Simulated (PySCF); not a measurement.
A made-up structure of CH4BN, singlet:

```csv
atom,x (Å),y (Å),z (Å)
B1,-0.8973,0.3654,-0.5992
C2,0.3429,0.0789,0.3113
N3,0.8572,-1.0907,0.2967
H4,-1.3231,-0.5186,-1.2757
H5,0.5506,-2.0313,0.0486
H6,0.7617,0.8701,0.9499
H7,1.6590,-1.1516,0.9310
```

It is relaxed with PBE-D4/def2-SVP and then PBE0-D4/def2-TZVP (PySCF 2.14 with density fitting (its default auxiliary sets; JK sets also for MP2 and CCSD(T))). Atoms count as bonded within 1.22 times the sum of their covalent radii (H–H: 0.88 Å). The end point is not checked to be a true minimum.

**Question.** Does its bonding change? (Judge from chemistry; the calculation decides.)

**Answer.** Computed: No: no bond forms or breaks.

Where it ends: The first stage lowers the energy by 2.26 eV in 24 steps. It ends as CH₄BN ([BH][CH][NH2]):
```xyz
7
angstrom
B -0.8834 -0.0988 -0.6453
C 0.2927 -0.1654 0.0849
N 1.2685 -1.1142 0.4241
H -1.8541 0.0952 -1.2768
H 0.9550 -2.0651 0.3024
H 0.5374 0.8583 0.3990
H 1.6178 -0.9970 1.3642
```

Labels in which every atom is bracketed show which atoms are joined, not bond orders.

For scale, one of the runs: PBE0-D4/def2-TZVP relaxation, 117 basis functions, launched by `OMP_NUM_THREADS=2 python run.py`. Hardware: 2 CPU threads of an AMD EPYC 9B14, shared host. Wall time 25 s; peak host memory 1.1 GiB.
